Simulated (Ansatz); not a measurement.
The input, for Ansatz 0.2.0:

```yaml
crystal:
  periodic: [false, false, false]
  atoms:
    - {symbol: Zr, position_ang: [0.000000, 0.000000, 0.000000]}
    - {symbol: H, position_ang: [1.859864, 0.018007, 0.007700]}
    - {symbol: H, position_ang: [-0.945522, 1.601699, -0.004900]}
    - {symbol: H, position_ang: [-0.914341, -1.619706, -0.002800]}
basis:
  gaussian: {orbitals: def2-SVP}
magnetization: {spin_polarized: true, initial_magnetization: 1}
hamiltonian: {xc: {name: B3LYP}}
```

```sh
$ ansatz run in.yaml --threads 1 --pin off --events-out ev --progress --plain --max-ram 2393MiB
```

Problem. Roughly how long does this take on 1 thread of Arm Neoverse V1, shared host, and how much host memory?

Solution. 1.9 s wall and 0.12 GiB.

```
496 factors; their error is unknown
mean field evaluation 1: about -1325.6366 eV, gradient 9.7e0 eV
mean field evaluation 2: about -1326.1502 eV, gradient 6.3e0 eV
mean field evaluation 4: about -1326.4615 eV, gradient 1.6e-1 eV
mean field evaluation 8: about -1326.4700 eV, gradient 8.7e-2 eV
mean field evaluation 16: about -1326.1835 eV, gradient 2.4e0 eV
mean field -1326.47018270 eV, -48.7468801006 hartree, gradient 1.7e-5 eV, S^2 0.751765; 2 other end points of the search recorded, 0 dependent functions left out
reference -1326.47043783 eV, -48.7468894764 hartree; 8, 7 occupied and 38, 39 virtual orbitals, 496 factors
Total energy: -1326.47043783 eV, -48.7468894764 hartree
```
